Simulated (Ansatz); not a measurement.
We consider α-phase Ga, described by Hartree–Fock (plane waves, PAW; Ansatz, a first-principles code).

Settings: plane-wave cutoff 460 eV, 8×8×6 k mesh (along the axes of the cell as run), Fermi–Dirac smearing 0.05 eV, scalar-relativistic PAW data made under PBE.

Computed at the level's own relaxed cell.

Problem. Give the computed lattice parameter a, lattice parameter b and lattice parameter c.

Solution. 
* **lattice parameter a**: 4.517 Å
* **lattice parameter b**: 7.798 Å
* **lattice parameter c**: 4.751 Å
